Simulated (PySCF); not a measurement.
**TDDFT excited states: C6H4S2**

Compound: TT, C6H4S2.
InChI=1S/C6H4S2/c1-3-7-6-2-4-8-5(1)6/h1-4H

Theory: TDDFT wB97X-D/def2-SVPD, vertical, gas phase, core orbitals frozen in the response (PySCF). Geometry: PBE0-D3(BJ)/def2-SVP; no solvent, vibrations or thermal averaging.

```
state  E (eV)  E (hartree)       f  |μ| (D)  symmetry   main configurations (H = HOMO, L = LUMO)
   S1    5.01       0.1842   0.264     3.72        Bu                                  H→L (94%)
   S2    5.23       0.1923   0.096     2.19        Bu                                H-1→L (93%)
   S3    5.75       0.2114  0.0000     0.00         –                    H→L+1 (71%), H→L+8 (9%)
   S4    5.96       0.2190  0.0000     0.00         –  H-1→L+1 (71%), H-1→L+8 (12%), H→L+1 (10%)
   S5    5.98       0.2197  0.0003     0.11         –                                H→L+2 (72%)
   S6    6.21       0.2284  0.0000     0.00         –    H→L+3 (50%), H-1→L+3 (30%), H-2→L (15%)
   S7    6.28       0.2307  0.0000     0.01         –                 H-1→L+2 (70%), H→L+2 (11%)
   S8    6.41       0.2355  0.0000     0.00         –    H→L+3 (47%), H-1→L+3 (33%), H-2→L (18%)
   S9    6.47       0.2379  0.0022     0.30        Au                   H→L+4 (73%), H→L+6 (12%)
  S10    6.83       0.2508   0.034     1.14        Au  H-1→L+4 (69%), H-1→L+2 (9%), H-1→L+6 (8%)
```

Triplets, Tamm–Dancoff:

| state | E (eV) | λ (nm) | main configurations (H = HOMO, L = LUMO) |
| --- | --- | --- | --- |
| T1 | 3.38 | 367.1 | H→L (82%), H-1→L (10%) |
| T2 | 4.12 | 301.0 | H-1→L (85%), H→L (10%) |
| T3 | 4.57 | 271.5 | H→L+3 (58%), H-2→L (29%) |
| T4 | 5.52 | 224.6 | H→L+1 (57%), H-1→L+1 (15%), H→L+8 (10%) |

The lowest singlet comes at 247 nm (484 kJ/mol) in the ultraviolet; it is strong; its leading configuration is HOMO→LUMO (94%). The lowest level is also the most intense of those listed (f = 0.264). Löwdin shares by element: HOMO carbon 61% or more (atoms not listed hold the other 39%); LUMO carbon 34% or more, sulfur 24% (atoms not listed hold the other 42%). The listed states span 1.81 eV, and the widest gap between neighbours is 0.52 eV (S2 to S3). The oscillator strengths of these states sum to 0.395; summed over the whole spectrum of an exact calculation they would give the number of electrons, 72 (Thomas–Reiche–Kuhn). Weighted by f, the mean energy of these states is 5.23 eV. All these states lie below the vertical ionisation energy of 8.21 eV (ΔSCF). Symmetry labels in C2h follow from the direction of the transition dipole and are given only for states with f of 0.002 or more. Only the lowest 10 singlets were computed, as vertical energies without vibronic structure.
